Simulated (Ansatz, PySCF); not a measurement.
Gas-phase reaction in SMILES: O (H2O) -> O (H2O) as doublet, charge +1 + e-
Each molecule is optimised on its own at B3LYP-D3(BJ)/def2-TZVP (Ansatz, a quantum-chemistry and plane-wave program).

Property: adiabatic ionisation energy (0 K, with B3LYP-D3(BJ) harmonic zero-point energies from PySCF), in eV. Cores are frozen in the correlated levels unless marked. Open shells are spin-unrestricted. Spin-orbit coupling is left out. Non-relativistic. Basis-set limits of correlation are two-point, X^-3; Hartree-Fock from the larger set (for Q and 5 zeta extrapolated as (X+1)exp(-9√X)).

```json
[
 {"level": "HF-D4/def2-TZVPD", "program": "PySCF + dftd4", "adiabatic ionisation energy (eV)": "10.87"},
 {"level": "PBE-D3(BJ)/def2-TZVPD", "program": "Ansatz + dftd3", "adiabatic ionisation energy (eV)": "12.56"}
]
```

**Question.** Predict the CCSD(T)/CBS(cc-pVQZ,cc-pV5Z) result (Ansatz).

**Answer.** 12.62 eV
